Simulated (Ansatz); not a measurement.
# FeGe (P6/mmm)

Method: Ansatz, DFT r2SCAN, scalar-relativistic, plane waves, PAW.

Settings: cutoff 500 eV, Γ-centred mesh 12×12×10 on the computed 6-atom cell, Gaussian smearing of 0.10 eV; collinear spin from starting moments 2.61 2.61 2.61 0 0 0 μB.

The structure is relaxed at this level of theory with its symmetry kept. Whether it is the stable form of this composition wasn't checked.

```cif
data_structure
_symmetry_space_group_name_H-M 'P 1'
_symmetry_Int_Tables_number 1
_cell_length_a 4.9867
_cell_length_b 4.9867
_cell_length_c 4.1143
_cell_angle_alpha 90.000
_cell_angle_beta 90.000
_cell_angle_gamma 120.000
_cell_volume 88.60
loop_
_atom_site_label
_atom_site_type_symbol
_atom_site_fract_x
_atom_site_fract_y
_atom_site_fract_z
_atom_site_occupancy
Fe1 Fe 0.50000 0.00000 0.00000 1
Fe2 Fe 0.50000 0.50000 0.00000 1
Fe3 Fe 0.00000 0.50000 0.00000 1
Ge1 Ge 0.00000 0.00000 0.00000 1
Ge2 Ge 0.33333 0.66667 0.50000 1
Ge3 Ge 0.66667 0.33333 0.50000 1
```

**Question.** Formation energy from the elements' standard states (uncorrected)?

**Answer.** +0.009 eV/atom.

**Question.** Density of states at the Fermi level?

**Answer.** 3.10 states/eV per cell.

**Question.** Löwdin character within 0.5 eV of the Fermi level?

**Answer.** Fe 3d 63 %, Ge 4p 27 %.

**Question.** Bader charges (e)?

**Answer.** Fe (3 in the cell) 0.17, Ge (1 in the cell) -0.19, Ge (2 in the cell) -0.16.

**Question.** Total moment?

**Answer.** 6.63 μB per cell.

**Question.** Site moments (μB; atoms counted from 1 over the whole cell)?

**Answer.** Fe (atom 1) 2.37, Fe (atom 2) 2.37, Fe (atom 3) 2.37, Ge (atom 4) -0.10, Ge (atom 5) -0.06, Ge (atom 6) -0.06.

The state reached may not be the lowest one. Only parallel moments were tried here.

Only this magnetic start was tried.

Cost: 1 run of about 7 core-minutes, on Arm Neoverse V1 (shared hosts).